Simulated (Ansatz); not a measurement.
**AlNH+ (triplet): wave-function methods side by side, def2-TZVPP**

An exercise on one series of results from a longer session: the logs are not shown, and one member is left open.

Computed with Ansatz 0.2.0, Gaussian basis. Level: def2-TZVPP, core rule «outside noble gas», up to 6 orbitals frozen.

Plan: UHF; ROHF; CCSD(T) on UHF.

### What is computed

The geometry is a PBE0/def2-TZVP stationary point (not a proven minimum) of the parent state, kept for this charge and spin.

3 atoms, charge 1, spin multiplicity 3.

Atoms are counted from 1 here; the program's logs count them from 0.

Bond lengths: Al1–N2 1.919 Å, Al1–H3 1.612 Å. Angles: N2–Al1–H3 112.5°.

Geometry (Å):

```xyz
3
charge 1, multiplicity 3
Al    0.0000   -0.1047    0.6174
N     0.0000    0.1075   -1.2897
H     0.0000    1.3076    1.3949
```

The first run:

The input, in.yaml:

```yaml
crystal:
  periodic: [false, false, false]
  atoms:
    - {symbol: Al, position_ang: [0.000000, -0.104664, 0.617425]}
    - {symbol: N, position_ang: [0.000000, 0.107524, -1.289743]}
    - {symbol: H, position_ang: [0.000000, 1.307572, 1.394905]}
basis:
  gaussian: {orbitals: def2-TZVPP}
total_charge: 1
magnetization: {spin_polarized: true, initial_magnetization: 2}
hamiltonian: {xc: hf}
output: {orbitals: {seedname: orbitals}}
```

The run is started by

```bash
> ansatz run in.yaml --threads 1 --pin off --events-out ev --progress --plain --max-ram 4096MiB --backend cpu
```

Among the steps run: UHF; ROHF; CCSD(T) on UHF.

One of the session's tables, all rows but one given; the rest of the session is left out.

| method | from UCCSD(T) (meV) |
| --- | --- |
| ROHF | +6116.6 |
| UHF | +5559.5 |
| UMP2 | ? |
| UCCSD | +207.9 |
| UCCSD(T) | 0 |

Q: Estimate the row for UMP2 from the others.

As computed: from UCCSD(T) (meV): +1441.3. In the column «from UCCSD(T) (meV)» it lies between UCCSD (+207.9) and UHF (+5559.5).

Limits of these values: The determinant is far from a pure spin state, so its energy mixes those of several spin states (harmless only where they are near-degenerate, as at dissociation).
